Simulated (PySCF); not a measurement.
Azulene radical anion, C10H8 (charge -1 and doublet state).
Structure used (PBE0-D3(BJ)/def2-SVP), in Å, numbered top down from 1:
```
atom  x, y, z in Å
C1    -2.428   -0.487    0.027
C2    -2.064    0.859    0.274
C3    -0.812    1.440    0.324
C4     0.467    0.819    0.136
C5     1.709    1.483    0.204
C6     2.741    0.552   -0.033
C7     2.144   -0.707   -0.252
C8     0.744   -0.574   -0.154
C9    -0.200   -1.642   -0.316
C10   -1.578   -1.588   -0.234
H11   -3.503   -0.703    0.041
H12   -2.908    1.540    0.452
H13   -0.781    2.517    0.535
H14    1.833    2.550    0.409
H15    3.812    0.767   -0.046
H16    2.666   -1.644   -0.465
H17    0.239   -2.625   -0.532
H18   -2.097   -2.543   -0.395
```

The hyperfine couplings belong to this conformer and change with its torsions.

Identity: azulene radical anion, `c1ccc2cccc-2cc1` [SMILES of the parent framework; charge -1 and doublet state].

Level of theory: UKS B3LYP, IGLO-III on C, pcH-1 on H, non-relativistic, mean-field spin-orbit, GIAO in PySCF 2.14.0. Whether the extra electron is bound in the gas phase wasn't checked; a finite basis holds it in any case. The geometry's basis has no diffuse functions, a weakness for an anion. Stability of the SCF solution: not tested. No frequencies were computed at this geometry's level, so the symmetric structure isn't shown to be a minimum.

(1) Break the g tensor into its mass correction, gauge correction and orbital-Zeeman/spin–orbit terms.

(2) At 9.535 GHz, how far is the centre of the isotropic spectrum from where a free electron (g = 2.002319) resonates?

(3) What are the electron Larmor frequencies g μB B/h along the three axes at 340 mT?

(4) How much does each term add to the isotropic shift?

(5) In a frozen sample, at which fields do the three g values resonate at 9.5, 34, 94 and 263 GHz (hyperfine left aside), and which band first spreads them over more than twice a line width of 1.0 mT?

Answers

(1) 
```json
{"Δg (ppm)": "relativistic mass correction", "1": "-145", "2": "-145", "3": "-145"}
{"Δg (ppm)": "gauge correction", "1": "12", "2": "38", "3": "36"}
{"Δg (ppm)": "orbital Zeeman/spin–orbit", "1": "-10", "2": "584", "3": "713"}
{"Δg (ppm)": "total", "1": "-144", "2": "477", "3": "603"}
```

So g = 2.00218, 2.00280, 2.00292 and g_iso = 2.00263; the tensor is rhombic: the two nearest values differ by 17 % of g3 − g1. Axes: g1 is normal to the molecular plane, g2 points within 13° of the C3–H13 bond and g3 points within 1° of the C1–H11 bond.

(2) B = hν/(g μB) with μB/h = 13.99624 MHz/mT gives 340.23 mT for the free electron and 340.18 mT at g_iso, 0.05 mT lower.

(3) 9.5278, 9.5308, 9.5314 GHz for g1, g2 and g3, a range of 3.6 MHz.

(4) The orbital-Zeeman/spin–orbit term 429, the mass correction -145 and the gauge correction 29 ppm, for a total of 312 ppm. The orbital-Zeeman/spin–orbit term is the largest in size. The mass correction is the same along every axis, so the anisotropy comes from the other two: their spans along these axes are 26 (gauge) and 723 ppm (orbital Zeeman/spin–orbit).

(5) 
```csv
band,GHz,B(g3) mT,B(g2) mT,B(g1) mT,spread mT
X,9.5,338.88,338.90,339.01,0.13
Q,34.0,1212.84,1212.92,1213.29,0.45
W,94.0,3353.14,3353.36,3354.39,1.25
J,263.0,9381.67,9382.26,9385.17,3.50
```

The spread grows in proportion to the frequency. J band is the first where it exceeds 2.0 mT.

The Mulliken spin populations are largest on C1 (+0.41), C9 (+0.27), C3 (+0.27) and C6 (+0.20). Four atoms exceed +0.15.

The HOMO–LUMO gaps are 2.54 eV among the α and 3.49 eV among the β orbitals.
